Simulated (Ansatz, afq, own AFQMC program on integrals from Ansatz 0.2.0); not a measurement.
# GeH2SCl2, singlet: AFQMC among the cluster methods

| atom | x (Å) | y (Å) | z (Å) |
| --- | --- | --- | --- |
| S | 0.0971 | 1.3374 | -1.1944 |
| Ge | 0.2154 | -0.2723 | 0.3068 |
| Cl | 2.1506 | -1.1557 | 0.0434 |
| Cl | -1.2885 | -1.7670 | -0.0639 |
| H | -1.1939 | 1.6155 | -0.9002 |
| H | 0.0612 | 0.1783 | 1.7619 |

Connectivity, by distances: SH–GeH(–Cl)–Cl.

Basis def2-TZVP. Only valence electrons are correlated. Ansatz 0.2.0 and our own AFQMC program on the same integrals; the CISD trial comes from CCSD amplitudes, and released means the phaseless constraint is let go. ± is one standard error of the sampling. No spin–orbit coupling.

Determinant: RHF, the one that the program's search chose, which needn't be the lowest solution. The geometry is a PBE0/def2-SVP stationary point of this or a neighbouring charge and spin state.

No full CI on the walks' own integrals is used here. The released AFQMC energy serves as the reference, which it does only where one determinant dominates, the energy is flat over the last release times and near the phaseless one (40 meV or 2 meV an electron, half that with transition metals). On small molecules, where full CI could be run and the noise was under 10 meV, such values lay within 10 meV of it in 19 cases of 20, a flattering rate, since the rule was set on those same cases; what remains of the bias isn't in the error bar.

Cautions: no relativity below Rb; no spin-orbit coupling; inner d shell frozen; the released value is read at 0.90 1/Eh with a noise of 23 meV, more than in the cases checked (meV from the phaseless value at times in 1/Eh: -12 ± 13 at 0.21, -19 ± 15 at 0.42, -26 ± 19 at 0.63, -33 ± 23 at 0.90).

```
T1 diagnostic                               : 0.0096
weight of the determinant in the CISD state : 0.757
size of the correlated space                : 26 electrons in 142 orbitals
```

```
  level  correlation energy (eV)
    MP2                 -17.7074
   CCSD                 -19.3038
CCSD(T)                 -20.1559
```

(1) Estimate where AFQMC with the constraint released lies against CCSD(T) on the same integrals.

(1) 112.6 ± 22.9 meV below CCSD(T).

Reference: AFQMC with the constraint released, correlation energy -20.268 ± 0.023 eV.

| level | E − E(reference) (meV) | share of correlation (%) |
| --- | --- | --- |
| CCSD(T) | 112.6 ± 22.9 | 99.44 |
| ph-AFQMC/CISD | 33.2 ± 26.0 | 99.84 |

Released energies are given only where the last usable release times agree within the noise; a slower fall can still hide under it.
